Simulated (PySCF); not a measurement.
An element was calculated at PBE0 (PySCF 2.14, spin-free X2C, a quadruple-zeta basis, no spin-orbit coupling), in the ground configurations that NIST lists.

* electron affinity: 0.529 eV
* first ionisation energy: 6.089 eV
* second ionisation energy: 18.683 eV
* third ionisation energy: 28.734 eV
* polarisability of the atom: 62.4 bohr³

Task: Which element is it?

Result: Aluminium (Al, Z = 13), in aug-cc-pCVQZ-DK. NIST lists 5.986, 18.829, 28.448 eV for these ionisation energies.
